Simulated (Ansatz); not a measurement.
Relaxation of CH$_{8}$BN (11 atoms, charge 0, multiplicity 1), to a largest force component of 0.015 eV/Å in at most 40 steps.

Method: RKS r2SCAN/6-31G* (Ansatz).

```xyz
11
Properties=species:S:1:pos:R:3
B -0.766 0.912 -0.177
N -0.386 -0.504 0.066
C 1.043 -0.620 0.119
H -1.931 1.028 -0.241
H -0.369 1.337 -1.244
H -0.433 1.678 0.693
H -0.768 -0.825 0.975
H -0.702 -1.088 -0.716
H 1.489 0.008 1.009
H 1.546 -0.304 -0.802
H 1.343 -1.681 0.339
```

Question: Where does it end, and by what steps?

Answer: The run converged. After 6 steps the energy has fallen by 0.634 eV; B1 moved furthest, 0.15 Å.

| step | energy less start (eV) | largest force component (eV/Å) | accepted |
| --- | --- | --- | --- |
| 0 | 0.0000 | 3.589 | yes |
| 1 | -0.5214 | 1.927 | yes |
| 2 | -0.5360 | 1.314 | yes |
| 3 | -0.5980 | 0.377 | yes |
| 4 | -0.6316 | 0.120 | yes |
| 5 | -0.6337 | 0.055 | yes |
| 6 | -0.6339 | 0.003 | yes |

```xyz
11
Properties=species:S:1:pos:R:3
B -0.833 1.047 -0.208
N -0.353 -0.500 0.071
C 1.115 -0.666 0.156
H -2.046 0.995 -0.246
H -0.323 1.345 -1.271
H -0.401 1.683 0.735
H -0.788 -0.823 0.937
H -0.725 -1.093 -0.673
H 1.476 -0.021 0.961
H 1.544 -0.317 -0.786
H 1.399 -1.708 0.343
```

Whether the end is a true minimum wasn't checked by a vibrational analysis.

Run time: 12 s on 1 thread of Intel(R) Xeon(R) 6975P-C (Granite Rapids), with other jobs on the host, peak memory 0.16 GiB.
